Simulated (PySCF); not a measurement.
C4H4FN.
SMILES with atom numbers: `[F:1][c:2]1[cH:3][cH:4][cH:5][nH:6]1`

Structure used (GFN2-xTB), in Å, numbered top down from 1:
```xyz
10
C4H4FN angstrom
F      2.4482    0.0622   -0.1196
C      1.1109    0.1053   -0.0517
C      0.2611    1.1651    0.0461
C     -1.0380    0.6079    0.0810
C     -0.9145   -0.7495    0.0034
N      0.4128   -1.0551   -0.0783
H      0.5276    2.2005    0.0874
H     -1.9533    1.1596    0.1555
H     -1.6618   -1.5168   -0.0007
H      0.8159   -1.9745   -0.1456
```

Probes without a nucleus sit at each ring's centroid and 1 Å off its mean plane on both sides; NICS is minus the shielding there, NICSzz its component along the normal. Level: GIAO PBE0/pcSseg-1 (PySCF, non-relativistic, gas phase) on the GFN2-xTB geometry, one conformer.

Ring bond lengths (Å), with Mayer bond orders in brackets: C2–C3 1.362 (1.53), C3–C4 1.414 (1.29), C4–C5 1.365 (1.56), C5–N6 1.365 (1.10), N6–C2 1.354 (1.18).

Problem. What do the NICS probes read (ppm)?

Solution. 
```tsv
ring	type	NICS(0)	NICS(1), two faces	NICS(1)zz, two faces	rms pucker (Å)	centre to ring atoms, mean (Å)
C2–C3–C4–C5–N6	5-membered ring with N; formal bonds all aromatic	-15.5	-10.5 / -10.5	-27.8 / -27.8	0.00	1.17
```

Problem. What can be read from them?

Solution. 
- C2–C3–C4–C5–N6: mean NICS(1)zz -27.8 ppm, shielded. For a flat ring without four-coordinate atoms the NICS criterion counts such a value as aromatic. NICS(0) lies 5 ppm below the mean NICS(1).

Problem. What does the geometric index give? HOMA = 1 − mean of α(R − Ropt)² over the ring bonds, with Krygowski's 1993 parameters (CC: Ropt 1.388 Å, α 257.7 Å⁻²; CN: Ropt 1.334 Å, α 93.52 Å⁻²).

Solution. 
- C2–C3–C4–C5–N6: HOMA 0.88; the largest term is that of C2–C3, α(R − Ropt)² = 0.18. The geometric and the magnetic index point the same way.

Problem. What is the mean of the two in-plane components of NICS at the second NICS(1) probe listed for ring C2–C3–C4–C5–N6, 1 Å off the ring?

Solution. The isotropic value is a third of the trace: (3 × -10.5 − (-27.8))/2 = -1.8 ppm.

Problem. List the ring angles and the Hirshfeld charges of the ring atoms.

Solution. 
- C2–C3–C4–C5–N6: C2 110.3° (+0.105 e), C3 105.6° (-0.119 e), C4 107.9° (-0.097 e), C5 108.3° (-0.043 e), N6 108.0° (-0.075 e); sum 540.0° against 540° for a flat convex ring.

Problem. How shielded are the nuclei of the rings and their hydrogens (means over atoms taken as equivalent)?

Solution. 
```json
{"atoms": "C2", "environment": "aromatic C–F carbon", "σ isotropic (ppm)": "32.1", "principal values of the symmetric part, first atom (ppm)": "-24.4, 53.6, 67.0"}
{"atoms": "C3", "environment": "aromatic CH carbon", "σ isotropic (ppm)": "96.2", "principal values of the symmetric part, first atom (ppm)": "44.9, 75.2, 168.3"}
{"atoms": "C4", "environment": "aromatic CH carbon", "σ isotropic (ppm)": "74.8", "principal values of the symmetric part, first atom (ppm)": "-7.6, 64.7, 167.3"}
{"atoms": "C5", "environment": "aromatic CH next to a ring nitrogen", "σ isotropic (ppm)": "77.2", "principal values of the symmetric part, first atom (ppm)": "-0.8, 85.4, 147.1"}
{"atoms": "N6", "environment": "pyrrole-type nitrogen", "σ isotropic (ppm)": "111.2", "principal values of the symmetric part, first atom (ppm)": "45.2, 117.7, 170.6"}
{"atoms": "H7", "environment": "aromatic hydrogen", "σ isotropic (ppm)": "25.98", "principal values of the symmetric part, first atom (ppm)": "22.9, 26.3, 28.7"}
{"atoms": "H8", "environment": "aromatic hydrogen", "σ isotropic (ppm)": "25.43", "principal values of the symmetric part, first atom (ppm)": "23.0, 25.7, 27.5"}
{"atoms": "H9", "environment": "aromatic hydrogen", "σ isotropic (ppm)": "25.52", "principal values of the symmetric part, first atom (ppm)": "22.1, 25.8, 28.7"}
{"atoms": "H10", "environment": "N–H hydrogen", "σ isotropic (ppm)": "24.39", "principal values of the symmetric part, first atom (ppm)": "18.9, 23.9, 30.4"}
```
